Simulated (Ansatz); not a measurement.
C2H6Mg⁺, that is MgMe2 with one electron fewer. Charge 1, multiplicity 2. Geometry B3LYP-D4/def2-TZVP, that of the neutral singlet; atoms count from 1.

```xyz
9

Mg    0.001    0.005    0.000
C     1.949   -0.561    0.521
H     2.216   -0.224    1.527
H     2.693   -0.143   -0.165
H     2.073   -1.648    0.504
C    -1.949    0.562   -0.521
H    -2.694    0.071    0.113
H    -2.184    0.297   -1.556
H    -2.106    1.641   -0.422
```

**Question.** Estimate the Mulliken populations from the PBE0/def2-TZVP orbitals of Ansatz.

**Answer.** 
```tsv
atom	charge (e)	spin (α − β)
Mg1	0.74	-0.04
C2	-0.53	0.52
H3	0.22	0.00
H4	0.22	0.00
H5	0.22	0.00
C6	-0.53	0.52
H7	0.22	0.00
H8	0.22	0.00
H9	0.22	0.00
```
Mulliken values depend strongly on the basis.

**Question.** Where does the spin sit?

**Answer.** Summed by element: Mg -0.04, C 1.04, H 0.00, of 1 unpaired in all. Largest on single atoms: C2 0.52, C6 0.52, Mg1 -0.04.

**Question.** And the Mayer bond orders between heavy atoms (over 0.3)?

**Answer.** Mg1–C2 0.69 (2.09 Å); Mg1–C6 0.69 (2.09 Å).
